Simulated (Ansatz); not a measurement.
The reference is InAs in the zinc blende structure (space group F-43m, No. 216).

```
CELL_PARAMETERS angstrom
      0.00000     3.04346     3.04346
      3.04346     0.00000     3.04346
      3.04346     3.04346     0.00000
ATOMIC_POSITIONS crystal
  As 0.75000 0.75000 0.75000
  In 0.00000 0.00000 0.00000
```

Computed with Ansatz (a first-principles code) PBEsol, without spin-orbit coupling.

Perturbation: Al takes the place of In on all its sites, then cell and atoms are relaxed.

Measured lattice parameter a: InAs 6.047 Å (static lattice; corrected from measurement; as listed in Daniel Mejia-Rodriguez, S. B. Trickey, Phys. Rev. B (2018)); AlAs 5.649 Å (static lattice; corrected from measurement; as listed in Daniel Mejia-Rodriguez, S. B. Trickey, Phys. Rev. B (2018)).

Task: How well does PBEsol reproduce the measured shift?

Result: With PBEsol the lattice parameter a moves by -0.412 Å (6.087 → 5.675) against -0.398 Å measured.

Whether these cells are dynamically stable was not tested. The final runs are not spin-polarised.
